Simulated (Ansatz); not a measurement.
**Ge₂C⁺, doublet: reading a ladder of total energies**

Geometry: that of the Ge2C, singlet, kept fixed.

```xyz
3

Ge    0.0000    0.0000    1.7675
C     0.0000    0.0000    0.0000
Ge    0.0000    0.0000   -1.7675
```

Basis cc-pVDZ; Ansatz 0.2.0. Only valence electrons are correlated (noble-gas cores and the filled d shells of p-block atoms frozen), which leaves 11 electrons in 39 orbitals. Prefix R: restricted or restricted open-shell reference; prefix U: unrestricted. No spin–orbit coupling is included, and no scalar relativity.

Full CI isn't at hand for all of this; UCCSDT(Q) serves as the reference, and is uncertain by about the last step of the cluster series.

Runs differ by some tens of microhartree through their thresholds and, for an open shell, their frozen cores, so steps under 0.03 kcal/mol mean nothing.

```
    level  total energy (hartree)
      UHF            -4188.193785
     UMP2            -4188.407671
    UCCSD            -4188.441343
 UCCSD(T)            -4188.452377
   UCCSDT            -4188.453886
UCCSDT(Q)            -4188.454958
```

Q: What is the correlation energy at UCCSDT(Q), and what share of it do UMP2 and UCCSD(T) recover?

A: E(corr) = -4188.454958 − (-4188.193785) = -0.261173 hartree = -7.107 eV. UMP2: -0.213886 / -0.261173 = 81.89 %. UCCSD(T): -0.258592 / -0.261173 = 99.01 %.

Q: By how many kcal/mol does UCCSD(T) miss UCCSDT(Q) (1 hartree = 627.509 kcal/mol), and which steps make up the rest?

A: -4188.452377 − (-4188.454958) = 0.002581 hartree = 1.62 kcal/mol. Steps: UCCSDT − UCCSD(T) = -0.95, UCCSDT(Q) − UCCSDT = -0.67 kcal/mol. Differences between like states or geometries often cancel part of this.
